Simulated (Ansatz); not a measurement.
Born–Oppenheimer molecular dynamics of CH3Cl + Cl (6 atoms, charge -1, multiplicity 1). It starts from a relaxed structure.

The calculation used RKS B3LYP-D4/6-31G* (Ansatz 0.2.0).

| Item | Value |
| --- | --- |
| ensemble | NVT, Langevin thermostat |
| time step | 0.5 fs |
| steps asked | 500 |
| set temperature | 500 K |
| friction | 0.005 /fs |
| seed | 547372 |

First frame:

```xyz
6
Properties=species:S:1:pos:R:3
Cl 0.098 0.776 -2.581
C -0.013 -0.103 0.350
Cl -0.082 -0.664 2.133
H 0.914 0.441 0.208
H -0.871 0.536 0.170
H -0.047 -0.985 -0.279
```

Q: How far do the bonds stretch over the last three quarters of this one trajectory? (Pairs bonded in most of those frames.)

A: 
| bond | mean (Å) | spread (Å) | shortest | longest |
| --- | --- | --- | --- | --- |
| C2–Cl3 | 1.889 | 0.053 | 1.82 | 2.00 |
| C2–H4 | 1.088 | 0.023 | 1.04 | 1.14 |
| C2–H5 | 1.089 | 0.019 | 1.04 | 1.13 |
| C2–H6 | 1.090 | 0.038 | 1.01 | 1.17 |

Mean temperature of the second half: 436 K. The mean temperature of the second half is 13 % below the set value. A run of 0.25 ps of so small a system gives no equilibrium averages. Limits of this set-up: an anion without diffuse functions, the dipole of an ion depends on the origin.

Run time: 10 min on 1 thread of Arm Neoverse V1, on a shared host, peak memory 0.1 GiB.
